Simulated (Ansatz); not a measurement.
**CH₄OSi (built from SMILES O=C[SiH3]): search for a transition state**

Aim: find the saddle point of a 1,3-hydrogen shift that is to form H1–O5 and break H1–Si2, prove it by its vibrations, and relax downhill on both sides to see what it joins.

Method: PBE0-D4, def2-SVP first, then def2-TZVP; program: Ansatz 0.2.0, Gaussian basis.

52 further runs of the same task are left out: 52 set aside as unsound or not needed.

## (1) The starting structure

The guess: 7 atoms, charge 0, spin multiplicity 1.

Atoms are counted from 1 here; the program's logs count them from 0.

Bond lengths: H1–O5 1.259 Å, Si2–C3 1.752 Å, Si2–H6 1.476 Å, Si2–H7 1.450 Å, C3–H4 1.072 Å, C3–O5 1.398 Å. Angles: C3–Si2–H6 119.9°, C3–Si2–H7 125.7°, H6–Si2–H7 113.8°, Si2–C3–H4 137.9°, Si2–C3–O5 106.0°, H4–C3–O5 115.9°, H1–O5–C3 88.0°.

Geometry (Å):

```mol
CH4OSi
  3D, bonds by distance, orders not assigned

  7  6  0  0  0  0  0  0  0  0999 V2000
   -0.9296   -0.4207    0.8289 H   0  0
    0.7440   -0.4887   -0.0388 Si  0  0
   -0.3785    0.7912   -0.4532 C   0  0
   -0.4419    1.5967   -1.1582 H   0  0
   -1.5178    0.5722    0.3260 O   0  0
    0.4626   -1.3712    1.1098 H   0  0
    2.0613   -0.6796   -0.6146 H   0  0
  1  5  8  0
  2  3  8  0
  2  6  8  0
  2  7  8  0
  3  4  8  0
  3  5  8  0
M  END
```

Distances that are to change: H1–O5 1.26 Å, H1–Si2 1.89 Å.

## (2) Relaxing the guess with the reacting distances held

The input, hold/in.yaml:

```yaml
crystal:
  periodic: [false, false, false]
  atoms:
    - {symbol: H, position_ang: [-0.929600, -0.420700, 0.828900]}
    - {symbol: Si, position_ang: [0.744000, -0.488700, -0.038800]}
    - {symbol: C, position_ang: [-0.378500, 0.791200, -0.453200]}
    - {symbol: H, position_ang: [-0.441900, 1.596700, -1.158200]}
    - {symbol: O, position_ang: [-1.517800, 0.572200, 0.326000]}
    - {symbol: H, position_ang: [0.462600, -1.371200, 1.109800]}
    - {symbol: H, position_ang: [2.061300, -0.679600, -0.614600]}
basis:
  gaussian: {orbitals: def2-SVP}
hamiltonian: {xc: pbe0, dispersion: d4}
relax: {f_tol: 0.08, max_steps: 120, escape_saddle: false, constraints: [{distance: [0, 4]}, {distance: [0, 1]}]}
```

Launch:

```
$ ansatz run in.yaml --threads 2 --pin off --events-out ev --progress --plain --max-ram 4352MiB
```

Further steps of the session: Force constants to start from; Saddle search in the small basis; Saddle search in triple zeta; Checking the order of the point; Relaxing after a step of 0.30 Å one way along the mode; Relaxing after a step of 0.30 Å the other way along the mode.

Before running it: what results should come out? Wanted: imaginary mode; barrier from the start side; barrier from the end side; energy of the step; pairs that change; zero-point energy at the saddle.

**Answer**, as computed:

```
                       quantity                                                         value
                 imaginary mode                                                     757i cm⁻¹
    barrier from the start side                                                  3.9 kcal/mol
      barrier from the end side                                                 30.0 kcal/mol
             energy of the step                                                -26.0 kcal/mol
              pairs that change  H1–O5 formed, Si2–H6 formed, H1–Si2 lengthened, H1–H6 broken
zero-point energy at the saddle                                                      1.092 eV
```

**Reading.** The point has a single imaginary mode (757i cm⁻¹), as a transition state must. The two relaxations end on the structures that were planned. At PBE0-D4/def2-TZVP the electronic barrier is 3.9 kcal/mol, about 7 kT at 298 K, and the step runs 26.0 kcal/mol downhill. A step off the saddle overshot and began above it in energy, so the link to its end is likely but not proven. Lower complexes than these ends may exist.
